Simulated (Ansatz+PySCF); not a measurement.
A calculation with Ansatz (development build ahead of 0.2.0).

```yaml
crystal:
  periodic: [false, false, false]
  atoms:
    - { symbol: "N", position_ang: [0.0, 0.0, -0.58253] }
    - { symbol: "N", position_ang: [0.0, 0.0, 0.58253] }
basis:
  gaussian: { orbitals: STO-3G }
total_charge: 1
magnetization:
  initial_magnetization: 1
hamiltonian:
  xc: hf
correlation:
  method: mp2
  frozen_orbitals: { "N": 1 }
```

The input is written out in the form of the current development build from the run's settings. Correlation on restricted open-shell orbitals is semicanonical, with singles.

Output:

```yaml
Converged: yes
Reference_energy: -106.97846 hartree
Correlation_energy: -0.21816 hartree
Total_energy: -107.19662 hartree
Spin_squared_of_the_determinant: 0.750
```

Caution: an unrestricted determinant lies well below; MP2 on this radical cation hangs on the determinant chosen; another reference gives a lower total.
